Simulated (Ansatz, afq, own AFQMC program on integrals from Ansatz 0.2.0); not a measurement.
## Sn, quintet: AFQMC among the cluster methods

A free Sn atom.

Basis def2-TZVPP with its core potentials. Only valence electrons are correlated. Ansatz 0.2.0 and our own AFQMC program on the same integrals; the CISD trial comes from CCSD amplitudes, and released means the phaseless constraint is let go. ± is one standard error of the sampling. No spin–orbit coupling.

Determinant: UHF, the one that the program's search chose, which needn't be the lowest solution.

Full CI on the same integrals is exact in this basis and with this determinant's frozen core.

Cautions: no spin-orbit coupling; inner d shell frozen; another spin lies lower (by 3.96 eV).

```
T1 diagnostic                               : 0.0024
weight of the determinant in the CISD state : 0.980
⟨S²⟩ of the determinant                     : 6.005
size of the correlated space                : 4 electrons in 41 orbitals
```

Reference: full CI, correlation energy -0.576 eV. The released energy is read at 2.40 1/Eh (meV from the phaseless value at times in 1/Eh: -0.9 ± 0.8 at 0.24, -1.1 ± 0.5 at 0.51, -1.6 ± 0.4 at 0.99, -0.5 ± 0.5 at 1.62, -1.2 ± 0.4 at 2.40).

```tsv
level	E − E(reference) (kJ/mol)	share of correlation (%)
HF	55.6	0.00
MP2	15.3	72.40
CCSD	1.0	98.18
CCSD(T)	0.3	99.54
CCSDT	0.0	100.00
CCSDT(Q)	0.0	100.00
ph-AFQMC/CISD	0.1 ± 0.06	99.82
released AFQMC	0.0 ± 0.04	100.03
```

CCSDT and higher add their correlation energy to the determinant of the CCSD(T) run, since their own runs factorise the integrals more tightly (a shift of under 2 meV). A walk keeps the symmetry of its determinant, which the program's search chose and which needn't be the lowest solution, so a lower state of the same spin and another symmetry isn't excluded. Released energies are given only where the last usable release times agree within the noise; a slower fall can still hide under it.
